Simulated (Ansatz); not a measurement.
Debugging a rigid scan of one bond angle of FH₂SSi, SMILES F[SiH]S (Ansatz 0.2.0 through its Python package).

Notebook, run cell by cell (the value of a cell's last expression is shown):

In [1]:
```python
import ansatz as az
from ase import Atoms

BASIS = "def2-SVP"
XC = "pbe"
FMAX = 0.02
```

In [2]:
```python
atoms = Atoms(["F", "Si", "S", "H", "H"], positions=[
    (-1.3976, -0.0754, 0.9355),
    (-0.7466, -0.164, -0.5129),
    (0.9821, 1.0678, -0.4902),
    (-0.2277, -1.5566, -0.6851),
    (1.4396, 0.6545, 0.7113),
])
```

In [3]:
```python
first = az.Crystal.molecule_from_ase(atoms).calculation()
first = first.basis(gaussian=BASIS)
first = first.functional(XC)
first = first.spin("collinear", total=1)
first = first.relax(force_tolerance=FMAX, max_steps=30)
atoms.positions = first.run(threads=1).report["positions_ang"]
```

In [4]:
```python
rows = []
for angle in [90, 100, 110, 120, 135, 150, 165, 179]:
    bent = atoms.copy()
    bent.set_angle(1, 2, 4, angle, indices=[4])
    setup = az.Crystal.molecule_from_ase(bent)
    setup = setup.basis(gaussian=BASIS)
    setup = setup.functional(XC)
    setup = setup.spin("collinear", total=1)
    rows.append((angle, setup.run(threads=1).report["free_energy_ev"]))
floor = min(e for _, e in rows)
for angle, e in rows:
    print(f"angle Si1-S2-H4 = {angle:3d} deg   {1000 * (e - floor):9.1f} meV")
```
```text
Traceback (most recent call last):
  File "<cell 4>", line 6, in <module>
    setup = setup.basis(gaussian=BASIS)
            ^^^^^^^^^^^
AttributeError: 'Crystal' object has no attribute 'basis'
```

What is wrong, and how is it mended?

The fault: settings are called on the crystal, without .calculation(). The correction:

```diff
--- before
+++ after
@@
 first = first.spin("collinear", total=1)
-first = first.relax(force_tolerance=FMAX, max_steps=30)
+first = first.relax(force_tolerance=FMAX, max_steps=80)
 atoms.positions = first.run(threads=1).report["positions_ang"]
@@
     bent.set_angle(1, 2, 4, angle, indices=[4])
-    setup = az.Crystal.molecule_from_ase(bent)
+    setup = az.Crystal.molecule_from_ase(bent).calculation()
     setup = setup.basis(gaussian=BASIS)
```

The cells in order, each with its output:

(earlier cells as before)

**Cell 3**
```python
first = az.Crystal.molecule_from_ase(atoms).calculation()
first = first.basis(gaussian=BASIS)
first = first.functional(XC)
first = first.spin("collinear", total=1)
first = first.relax(force_tolerance=FMAX, max_steps=80)
atoms.positions = first.run(threads=1).report["positions_ang"]
```

**Cell 4**
```python
rows = []
for angle in [90, 100, 110, 120, 135, 150, 165, 179]:
    bent = atoms.copy()
    bent.set_angle(1, 2, 4, angle, indices=[4])
    setup = az.Crystal.molecule_from_ase(bent).calculation()
    setup = setup.basis(gaussian=BASIS)
    setup = setup.functional(XC)
    setup = setup.spin("collinear", total=1)
    rows.append((angle, setup.run(threads=1).report["free_energy_ev"]))
floor = min(e for _, e in rows)
for angle, e in rows:
    print(f"angle Si1-S2-H4 = {angle:3d} deg   {1000 * (e - floor):9.1f} meV")
```
Output:
```text
angle Si1-S2-H4 =  90 deg         2.7 meV
angle Si1-S2-H4 = 100 deg         0.0 meV
angle Si1-S2-H4 = 110 deg        91.9 meV
angle Si1-S2-H4 = 120 deg       266.4 meV
angle Si1-S2-H4 = 135 deg       641.0 meV
angle Si1-S2-H4 = 150 deg      1062.3 meV
angle Si1-S2-H4 = 165 deg      1398.5 meV
angle Si1-S2-H4 = 179 deg      1541.6 meV
```

Notes:
- The scan is rigid, and the energies are electronic, in a modest basis. The zero is the lowest point of the grid, which needn't be the minimum.
- The species is open-shell (spin multiplicity 2).
- It ran for 52 s on 1 thread of Arm Neoverse V2, with other jobs on the host, peak memory 0.21 GiB.

(Lines on the test bed's own set-up are left out of the output.)
